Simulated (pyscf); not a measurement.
PySCF, gas phase, ωB97X-D3(BJ)/def2-SVP geometries.

SMILES: [Cl][GeH2][GeH2][Cl]
```xyz
8

Cl    -2.4749     1.5354    -1.1922
Ge    -1.9614    -0.5742    -1.2049
Ge     0.4069    -0.6205    -1.5588
Cl     0.9191    -2.7301    -1.5928
H     -2.3682    -1.1541     0.1527
H     -2.7422    -1.2308    -2.3467
H      0.8131    -0.0268    -2.9105
H      1.1889     0.0237    -0.4107
```

Question: What are the homolytic bond dissociation enthalpies (298 K) of `[Cl][GeH2][GeH2][Cl]` at ωB97M-D3(BJ)/def2-TZVP, weakest first?

Answer: Ge–Ge to Cl–GeH₂• + Cl–GeH₂•: 2.81 eV; Ge–H to Cl–GeH•–GeH₂–Cl + H•: 3.47 eV; Cl–Ge to Cl• + Cl–GeH₂–GeH₂•: 4.08 eV. Ring and multiple bonds, and those that leave no two simple radicals, are not listed. Cl–GeH•–GeH₂–Cl lies 0.22 eV over its isomer Cl–Ge•(Cl)–GeH₃, and others may lie lower still (electronic energy, ωB97M-D3(BJ)). Other isomers of Cl–GeH₂–GeH₂• were not searched in full and may lie lower. Left out: the spin-orbit lowering of Cl. Elements up to Kr have no core potential and no relativistic terms here.
